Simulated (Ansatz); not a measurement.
# Property card for Ni3O4

The calculation used Ansatz, DFT r2SCAN, scalar-relativistic, plane waves, PAW.

Settings: cutoff 500 eV, Γ-centred mesh 8×8×12 on the computed 7-atom cell, Gaussian smearing of 0.10 eV; collinear spin from starting moments 1.85 1.85 0 0.11 0.11 0.22 0.22 μB.

The structure is relaxed at this level of theory with its symmetry kept. Whether it is the stable form of this composition wasn't checked.

```yaml
crystal:
  lattice:
    - [2.97610, -4.08719, 0.00000]
    - [2.97610, 4.08719, 0.00000]
    - [0.00000, 0.00000, 2.85025]
  atoms:
    - { symbol: Ni, position: [0.50000, 0.00000, 0.50000] }
    - { symbol: Ni, position: [0.00000, 0.50000, 0.50000] }
    - { symbol: Ni, position: [0.00000, 0.00000, 0.00000] }
    - { symbol: O, position: [0.79406, 0.79406, 0.50000] }
    - { symbol: O, position: [0.20594, 0.20594, 0.50000] }
    - { symbol: O, position: [0.22719, 0.77281, 0.00000] }
    - { symbol: O, position: [0.77281, 0.22719, 0.00000] }
```

Task: Formation energy from the elements' standard states (uncorrected)?

Result: -1.067 eV/atom.

Task: Density of states at the Fermi level?

Result: 0.11 states/eV per cell (so small that it hangs on the mesh: a semimetal, or crossings between mesh points).

Task: Löwdin character within 0.5 eV of the Fermi level?

Result: O 2p 50 %, Ni 3d 46 %.

Task: Bader charges (e)?

Result: Ni (2 in the cell) 1.34, Ni (1 in the cell) 1.51, O (2 in the cell) -0.97, O (2 in the cell) -1.12.

Task: Total moment?

Result: 3.99 μB per cell.

Task: Site moments (μB; atoms counted from 1 over the whole cell)?

Result: Ni (atom 1) 1.68, Ni (atom 2) 1.68, Ni (atom 3) -0.06, O (atom 4) 0.10, O (atom 5) 0.10, O (atom 6) 0.20, O (atom 7) 0.20.

The state reached may not be the lowest one. The run saw a state lower than the one given here. Moments started parallel, and an antiferromagnetic order may lie lower.

Only this magnetic start was tried.

Cost: 1 run of about 4.6 core-minutes, on Intel Xeon Platinum 8488C (Sapphire Rapids) (shared hosts).